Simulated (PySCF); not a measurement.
Compound: C4H5NO.
Bonds: O1–C2 (double), C2–N3, N3–C4, C4–C5, C5–C6 (double), C4–C6. Hydrogens: H7 on C2; H8 on N3; H9 on C4; H10 on C5; H11 on C6.

The same species was optimised twice, with GFN2-xTB and with PBE0-D3(BJ)/def2-SVP (PySCF), and the same property calculations (PySCF, gas phase) were run on both structures.

```tsv
coordinate	GFN2-xTB	PBE0-D3(BJ)/def2-SVP	change
C2–N3 (Å)	1.346	1.356	+0.010
C4–C5 (Å)	1.492	1.488	-0.004
C4–C6 (Å)	1.492	1.488	-0.004
O1=C2 (Å)	1.205	1.210	+0.005
N3–C4 (Å)	1.440	1.438	-0.002
C5=C6 (Å)	1.305	1.304	-0.001
N3–C4–C5 (°)	119.7	120.3	+0.6
C2–N3–C4 (°)	122.7	123.3	+0.6
N3–C4–C6 (°)	119.7	120.3	+0.6
O1–C2–N3 (°)	125.7	125.5	-0.2
C5–C4–C6 (°)	51.8	52.0	+0.2
C4–C6–C5 (°)	64.1	64.0	-0.1
C4–C5–C6 (°)	64.1	64.0	-0.1
O1–C2–N3–C4 (°)	0	0	0
C2–N3–C4–C5 (°)	150	150	0
```

Rotational constants: A = 12877, B = 2093, C = 2019 MHz (GFN2-xTB) against A = 12824, B = 2076, C = 2004 MHz (PBE0-D3(BJ)/def2-SVP). Point groups within 0.08 Å: Cs and Cs.

On the GFN2-xTB structure: lowest singlet, TDDFT (eV) 5.41 [CAM-B3LYP/def2-SVPD]; isotropic polarisability (au) 56.7 [CAM-B3LYP/def2-SVPD]; HOMO (eV) -8.50 [CAM-B3LYP/def2-SVPD]; LUMO (eV) 0.56 [CAM-B3LYP/def2-SVPD]; dipole (D) 4.52 [CAM-B3LYP/def2-SVPD]; HOMO (eV) -7.06 [PBE0/pcSseg-1]; LUMO (eV) -0.46 [PBE0/pcSseg-1]; dipole (D) 4.41 [PBE0/pcSseg-1]; GIAO shielding of O1 (ppm) -81.1 [PBE0/pcSseg-1]; GIAO shielding of C2 (ppm) 26.2 [PBE0/pcSseg-1]; GIAO shielding of N3 (ppm) 101.5 [PBE0/pcSseg-1]; GIAO shielding of C4 (ppm) 160.7 [PBE0/pcSseg-1]; GIAO shielding of C5/C6 (mean) (ppm) 59.8 [PBE0/pcSseg-1].

What do these properties become on the PBE0-D3(BJ)/def2-SVP structure?

| property | level | on GFN2-xTB | on PBE0-D3(BJ)/def2-SVP | change |
| --- | --- | --- | --- | --- |
| lowest singlet, TDDFT (eV) | CAM-B3LYP/def2-SVPD | 5.41 | 5.44 | +0.03 |
| isotropic polarisability (au) | CAM-B3LYP/def2-SVPD | 56.7 | 57.5 | +0.8 |
| HOMO (eV) | CAM-B3LYP/def2-SVPD | -8.50 | -8.50 | 0.00 |
| LUMO (eV) | CAM-B3LYP/def2-SVPD | 0.56 | 0.58 | +0.02 |
| dipole (D) | CAM-B3LYP/def2-SVPD | 4.52 | 4.51 | -0.01 |
| energy, GFN2-xTB geometry as zero (kcal/mol) | CAM-B3LYP/def2-SVPD | 0.0 | -0.7 | -0.7 |
| HOMO (eV) | PBE0/pcSseg-1 | -7.06 | -7.06 | 0.00 |
| LUMO (eV) | PBE0/pcSseg-1 | -0.46 | -0.44 | +0.02 |
| dipole (D) | PBE0/pcSseg-1 | 4.41 | 4.40 | -0.01 |
| energy, GFN2-xTB geometry as zero (kcal/mol) | PBE0/pcSseg-1 | 0.0 | -0.5 | -0.5 |
| GIAO shielding of O1 (ppm) | PBE0/pcSseg-1 | -81.1 | -89.2 | -8.1 |
| GIAO shielding of C2 (ppm) | PBE0/pcSseg-1 | 26.2 | 24.1 | -2.1 |
| GIAO shielding of N3 (ppm) | PBE0/pcSseg-1 | 101.5 | 99.5 | -2.0 |
| GIAO shielding of C4 (ppm) | PBE0/pcSseg-1 | 160.7 | 159.1 | -1.6 |
| GIAO shielding of C5/C6 (mean) (ppm) | PBE0/pcSseg-1 | 59.8 | 58.8 | -1.0 |

The heavy atoms differ by 0.008 Å rms after alignment. Among bonds between heavy atoms C2–N3 changes most (+0.010 Å). Changes are differences of the printed values. Neither structure is proved a minimum here.

The values belong to the conformer `[O:1]=[CH:2][NH:3][CH:4]1[CH:5]=[CH:6]1`: O1–C2–N3–C4 0°, C2–N3–C4–C5 150°.
